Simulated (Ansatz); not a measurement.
# CH3AlO: basis-set convergence

One table from this session's results is given with a row withheld; the runs are named, their logs left out.

The runs use Ansatz 0.2.0, Gaussian basis; one geometry, several basis sets.

Levels to be run: PBE0-D4/def2-SVP; ωB97M-V/def2-SVP; PBE0-D4/def2-QZVPP; ωB97M-V/def2-QZVPP; the functionals' def2-TZVPP values are taken from earlier runs.

### The geometry

All runs share one geometry, relaxed beforehand with PBE0-D4 in a triple-zeta def2 set.

SMILES `[CH3][Al]=[O]`, 6 atoms, charge 0, spin multiplicity 1.

Atoms are counted from 1 here; the program's logs count them from 0.

Bond lengths: C1–Al2 1.935 Å, C1–H4 1.092 Å, C1–H5 1.092 Å, C1–H6 1.092 Å, Al2–O3 1.596 Å. Angles: Al2–C1–H4 110.5°, Al2–C1–H5 110.5°, Al2–C1–H6 110.5°, H4–C1–H5 108.4°, H4–C1–H6 108.4°, H5–C1–H6 108.4°, C1–Al2–O3 180.0°.

Set-up of the first run:

in.yaml

```yaml
crystal:
  periodic: [false, false, false]
  atoms:
    - {symbol: C, position_ang: [-0.412544, 0.498190, -0.315372]}
    - {symbol: Al, position_ang: [0.696663, -0.841355, 0.532489]}
    - {symbol: O, position_ang: [1.611684, -1.946263, 1.232051]}
    - {symbol: H, position_ang: [0.065186, 1.479067, -0.263906]}
    - {symbol: H, position_ang: [-1.383563, 0.560921, 0.180794]}
    - {symbol: H, position_ang: [-0.577417, 0.249449, -1.366054]}
basis:
  gaussian: {orbitals: def2-SVP}
hamiltonian: {xc: pbe0, dispersion: d4}
output: {orbitals: {seedname: orbitals}}
```

Among the steps run: PBE0-D4 in def2-SVP; ωB97M-V in def2-SVP; PBE0-D4 in def2-QZVPP; ωB97M-V in def2-QZVPP.

One of the session's tables, all rows but one given; the rest of the session is left out.

It belongs to the step «Functionals by basis». 

| functional | basis | HOMO (eV) | LUMO (eV) |
| --- | --- | --- | --- |
| PBE0-D4 | def2-SVP | -7.14 | -1.35 |
| PBE0-D4 | def2-TZVPP | -7.23 | -1.52 |
| PBE0-D4 | def2-QZVPP | -7.27 | -1.62 |
| ωB97M-V | def2-SVP | -9.48 | 0.37 |
| ωB97M-V | def2-TZVPP | ? | ? |
| ωB97M-V | def2-QZVPP | -9.67 | -0.16 |

**Question.** Estimate the row for ωB97M-V, def2-TZVPP.

The run gave: HOMO (eV): -9.62; LUMO (eV): 0.10. In the column «HOMO (eV)» it lies between ωB97M-V, def2-QZVPP (-9.67) and ωB97M-V, def2-SVP (-9.48).
